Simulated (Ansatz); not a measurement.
**wB97M-V/6-31G(d) (spherical functions) run of C4H11P (tert-butylphosphine)**

What is the energy change on altering one bond length of C4H11P (tert-butylphosphine) at wB97M-V/6-31G* (spherical functions)? 

Program for the calculation: Ansatz 0.2.0.

54 further runs of the same task are left out: 54 set aside as unsound or not needed.

### Step 1. Starting point

The species is C4H11P (16 atoms), meant as a singlet with charge 0. As SMILES, `CC(C)(C)P`. The shape is that of a PBE0-D4/def2-TZVP optimisation. This is one conformer, not always the lowest.

Bond lengths: C1–C2 1.523 Å, C2–C3 1.527 Å, C2–C4 1.527 Å, C2–P5 1.872 Å, C1–H6 1.092 Å, C1–H7 1.096 Å, C1–H8 1.092 Å, C3–H9 1.093 Å, C3–H10 1.093 Å, C3–H11 1.095 Å, C4–H12 1.093 Å, C4–H13 1.093 Å, C4–H14 1.095 Å, P5–H15 1.422 Å, P5–H16 1.422 Å. Some angles: C1–C2–C3 110.1°, C1–C2–C4 110.0°, C1–C2–P5 112.6°, C3–C2–C4 109.8°, C3–C2–P5 107.1°, C4–C2–P5 107.1°, C2–C1–H6 111.4°, C2–C1–H7 110.3°, C2–C1–H8 111.4°, C2–C3–H9 111.6°.

### Step 2. The energy at wB97M-V/6-31G(d) (spherical functions)

The input, in.yaml:

```yaml
crystal:
  periodic: [false, false, false]
  atoms:
    - {symbol: C, position_ang: [-0.741780, 0.582300, -1.051100]}
    - {symbol: C, position_ang: [0.035910, -0.030370, 0.105610]}
    - {symbol: C, position_ang: [1.479480, 0.466250, 0.087120]}
    - {symbol: C, position_ang: [0.012170, -1.553500, 0.003740]}
    - {symbol: P, position_ang: [-0.680560, 0.421300, 1.774860]}
    - {symbol: H, position_ang: [-0.742250, 1.673450, -0.997130]}
    - {symbol: H, position_ang: [-0.290390, 0.293200, -2.007510]}
    - {symbol: H, position_ang: [-1.780850, 0.244920, -1.055490]}
    - {symbol: H, position_ang: [2.060940, 0.041070, 0.909040]}
    - {symbol: H, position_ang: [1.529020, 1.555730, 0.165270]}
    - {symbol: H, position_ang: [1.962690, 0.177600, -0.852030]}
    - {symbol: H, position_ang: [-1.010560, -1.939840, 0.019660]}
    - {symbol: H, position_ang: [0.562950, -2.019500, 0.824670]}
    - {symbol: H, position_ang: [0.474130, -1.873090, -0.936090]}
    - {symbol: H, position_ang: [-0.829160, 1.815640, 1.538880]}
    - {symbol: H, position_ang: [-2.041750, 0.144830, 1.470480]}
basis:
  gaussian:
    orbitals: 6-31G_st_-spherical.json
accuracy: high
hamiltonian:
  xc: {name: wB97M-V}
output: {orbitals: {seedname: orbitals}}
```

The basis set 6-31G* is read from a file made from the Basis Set Exchange's data (not shown).

Run with:

```sh
$ ansatz run in.yaml --threads 1 --pin off --max-ram 3480MiB --events-out events.jsonl --progress --plain --runs-dir runs
```

Standard output:

```text
Warning: RAYON_NUM_THREADS=1 ignored (pool sized by the plan → 1); use --threads N
Functional definition: wB97M-V
  name "wB97M-V"
  parameter omega = 0.3/bohr
  parameter cx = 0.15
  parameter cx01 = 1.007
  parameter cx10 = 0.259
  parameter css00 = 0.443
  parameter css04 = -1.437
  parameter css10 = -4.535
  parameter css20 = -3.390
  parameter css43 = 4.278
  parameter cos00 = 1.000
  parameter cos10 = 1.358
  parameter cos20 = 2.924
  parameter cos21 = -8.812
  parameter cos60 = -1.390
  parameter cos61 = 9.142
  parameter b = 6.0
  parameter c = 0.01
  gx(w, u) = 1 - cx + cx01*u + cx10*w
  gss(w, u) = css00 + css04*u^4 + css10*w + css20*w^2 + css43*w^4*u^3
  gos(w, u) = cos00 + cos10*w + (cos20 + cos21*u)*w^2 + (cos60 + cos61*u)*w^6
  exchange = spin_sum(e_x_unif_sr(omega)*gx(b97_w, b97_u_x)) + cx*exact_x_sr(omega) + exact_x_lr(omega)
  correlation = spin_sum(e_c_pw_mod_same_spin*gss(b97_w, b97_u_same))
      + integral(e_c_pw_mod_opposite_spin*gos(b97_w_opposite, b97_u_opposite)) + vv10(b, c)
2474 factors; integrals over basis functions are off by at most 4.0e-9 eV
442 factors; integrals over basis functions are off by at most 1.9e-9 eV
mean field evaluation 1: about -13608.7785 eV, gradient 3.6e1 eV
mean field evaluation 2: about -13610.3027 eV, gradient 2.7e1 eV
mean field evaluation 4: about -13612.0244 eV, gradient 1.2e0 eV
mean field evaluation 8: about -13612.2609 eV, gradient 2.6e-2 eV
mean field evaluation 16: about -13612.2609 eV, gradient 5.7e-6 eV
mean field -13612.26088638 eV, -500.2413608525 hartree, gradient 4.8e-8 eV, S^2 0.000000; 0 other end points of the search recorded, 0 dependent functions left out
reference -13612.26089030 eV, -500.2413609965 hartree; 25, 25 occupied and 71, 71 virtual orbitals, 2474 factors
Total energy: -13612.26089030 eV, -500.2413609965 hartree
```

Wall time 2.4 min (1 thread of Arm Neoverse V1, shared host); peak memory 0.79 GiB.

### Step 3. The distorted shape, same level

The input, in.yaml:

```yaml
crystal:
  periodic: [false, false, false]
  atoms:
    - symbol: C
      position_ang: [0.089511, 0.852216, -1.047588]
    - symbol: C
      position_ang: [0.867201, 0.239546, 0.109122]
    - symbol: C
      position_ang: [2.310771, 0.736166, 0.090632]
    - symbol: C
      position_ang: [0.843461, -1.283584, 0.007252]
    - symbol: P
      position_ang: [0.150731, 0.691216, 1.778372]
    - symbol: H
      position_ang: [0.089041, 1.943366, -0.993618]
    - symbol: H
      position_ang: [0.540901, 0.563116, -2.003998]
    - symbol: H
      position_ang: [-1.780850, 0.244920, -1.055490]
    - symbol: H
      position_ang: [2.892231, 0.310986, 0.912552]
    - symbol: H
      position_ang: [2.360311, 1.825646, 0.168782]
    - symbol: H
      position_ang: [2.793981, 0.447516, -0.848518]
    - symbol: H
      position_ang: [-0.179269, -1.669924, 0.023172]
    - symbol: H
      position_ang: [1.394241, -1.749584, 0.828182]
    - symbol: H
      position_ang: [1.305421, -1.603174, -0.932578]
    - symbol: H
      position_ang: [0.002131, 2.085556, 1.542392]
    - symbol: H
      position_ang: [-1.210459, 0.414746, 1.473992]
basis:
  gaussian: {orbitals: 6-31G_st_-spherical.json}
hamiltonian: {xc: {name: wB97M-V}}
accuracy: high
output: {orbitals: {seedname: orbitals}}
```

The basis set 6-31G* is read from a file made from the Basis Set Exchange's data (not shown).

Run with:

```sh
$ ansatz run in.yaml --threads 1 --pin off --max-ram 3480MiB --events-out events.jsonl --progress --plain --runs-dir runs
```

Standard output, cut to the lines that bear on the results:

```text
Warning: RAYON_NUM_THREADS=1 ignored (pool sized by the plan → 1); use --threads N
[... 2 set-up lines as earlier in the session ...]
[...]
  gx(w, u) = 1 - cx + cx01*u + cx10*w
  gss(w, u) = css00 + css04*u^4 + css10*w + css20*w^2 + css43*w^4*u^3
  gos(w, u) = cos00 + cos10*w + (cos20 + cos21*u)*w^2 + (cos60 + cos61*u)*w^6
[...]
      + integral(e_c_pw_mod_opposite_spin*gos(b97_w_opposite, b97_u_opposite)) + vv10(b, c)
2480 factors; integrals over basis functions are off by at most 4.0e-9 eV
451 factors; integrals over basis functions are off by at most 2.2e-9 eV
[...]
mean field -13608.76131959 eV, -500.1127541452 hartree, gradient 6.7e-8 eV, S^2 0.000000; 0 other end points of the search recorded, 0 dependent functions left out
reference -13608.76132361 eV, -500.1127542930 hartree; 25, 25 occupied and 71, 71 virtual orbitals, 2480 factors
Total energy: -13608.76132361 eV, -500.1127542930 hartree
```

Wall time 2.4 min (1 thread of Arm Neoverse V1, shared host); peak memory 0.79 GiB.

### Step 4. What came out

At wB97M-V/6-31G* (spherical functions):

| quantity | value |
| --- | --- |
| first shape: total energy | -500.24136 Eh |
| first shape: HOMO energy | -9.04 eV |
| first shape: LUMO energy | 3.03 eV |
| first shape: HOMO–LUMO gap | 12.07 eV |
| distorted shape: total energy | -500.11275 Eh |
| distorted shape: HOMO energy | -9.02 eV |
| distorted shape: LUMO energy | 0.77 eV |
| distorted shape: HOMO–LUMO gap | 9.78 eV |
| energy change with the C1–H8 bond stretched from 1.092 to 1.966 Å | 3.500 eV |

In words: With the C1–H8 bond stretched from 1.092 to 1.966 Å the energy rises by 3.50 eV (81 kcal/mol). The first shape isn't relaxed at this level, so the change isn't measured from a minimum. A restricted reference can't describe the breaking bond well at this length.
